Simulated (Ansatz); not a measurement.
input.yaml

```yaml
crystal:
  periodic: [false, false, false]
  atoms:
    - { symbol: "N", position_ang: [-0.427896, 0.371111, -0.703683] }
    - { symbol: C, position_ang: [0.515271, 0.359906, 0.413245] }
    - { symbol: O, position_ang: [0.55699, -1.158495, 0.926284] }
    - { symbol: H, position_ang: [-0.159101, 0.959807, -1.490297] }
    - { symbol: H, position_ang: [-1.479894, 0.278531, -0.628951] }
    - { symbol: H, position_ang: [-0.003379, 0.769045, 1.337858] }
    - { symbol: H, position_ang: [0.998019, -1.579904, 0.145534] }
total_charge: -1
basis:
  gaussian: { orbitals: "6-31G" }
hamiltonian:
  xc: pbe
phonons: {}
```

Launched with:

```bash
$ ansatz run input.yaml --threads 1 --pin off --max-ram 2048MiB --backend cpu --events-out ev --progress --plain --runs-dir out
```

Hardware: 1 thread of Arm Neoverse V2, with other jobs on the host.

Q: Roughly how long does this run take, and how much memory?

A: 25 s, with a peak of 0.19 GiB, for 0 ionic steps.
